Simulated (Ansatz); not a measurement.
# Relaxing CsAg₂

The calculation used DFT PBE, scalar-relativistic, plane waves, PAW (Ansatz). Cutoff 420 eV, Γ-centred k mesh, Gaussian smearing, no spin polarisation in the final step.

The start puts CsAg₂ on the sites of a reported ThAs2 cell (P4/nmm, No. 129), with Cs in place of Th, Ag in place of As, at a guessed volume.

```
CELL_PARAMETERS angstrom
4.30302 0.00000 0.00000
0.00000 4.30302 0.00000
0.00000 0.00000 9.03044
ATOMIC_POSITIONS crystal
Cs 0.50000 0.00000 0.28000
Cs 0.00000 0.50000 0.72000
Ag 0.00000 0.00000 0.00000
Ag 0.50000 0.50000 0.00000
Ag 0.50000 0.00000 0.64000
Ag 0.00000 0.50000 0.36000
```

Steps on the 4×4×2 mesh (6 atoms). 12 of 16 steps are shown, and the free energy counts from the last. Trial steps that were taken back and renewals of the plane-wave basis can be among the rows.

```
step  ΔF (meV/atom) V (Å³/atom) P (GPa) largest force component (eV/Å)
   1          623.4        27.87     7.12                           0.179
   2          516.0        30.89     3.81                           0.071
   4          414.4        35.73     0.55                           0.441
   5          365.5        37.18    -0.85                           0.547
   6          304.8        36.66    -1.52                           0.545
   8          157.0        33.19    -1.63                           0.159
   9          109.8        30.39    -0.07                           0.107
  11           59.6        30.17     2.09                           0.017
  12           25.4        31.45     1.03                           0.038
  13            5.9        32.41     0.35                           0.046
  15            0.7        33.17    -0.01                           0.006
  16            0.0        33.17     0.02                           0.006
```

A final relaxation ran on a 10×10×4 mesh. The relaxed crystal, P4/nmm (No. 129):

Space group P4/nmm:1 (No. 129). a = 3.956 Å, b = 3.956 Å, c = 12.768 Å, α = 90.00°, β = 90.00°, γ = 90.00°
| atom | site | symmetry | x | y | z |
| --- | --- | --- | --- | --- | --- |
| Cs | 2c | 4mm | 0.5000 | 0.0000 | 0.2495 |
| Ag | 2a | -4m2 | 0.0000 | 0.0000 | 0.0000 |
| Ag | 2c | 4mm | 0.5000 | 0.0000 | 0.5176 |

```json
{"Volume per atom": "33.30 Å³", "Density": "5.79 g/cm³", "Energy over the elements": "0.13 eV/atom", "Gap on the 10×10×4 mesh": "0 eV (a metal)"}
```

Formation energies are uncorrected and refer to the elements' standard structures at the same level.

The final run used a 10×10×4 mesh on its 6-atom cell and 0.10 eV smearing. The k mesh leaves about 4 meV/atom of noise in metals.

Symmetry constrained the relaxation, so the result can be a saddle point.

Cost: 3 runs of about 6.7 core-minutes in all, on Arm Neoverse V1 (shared hosts).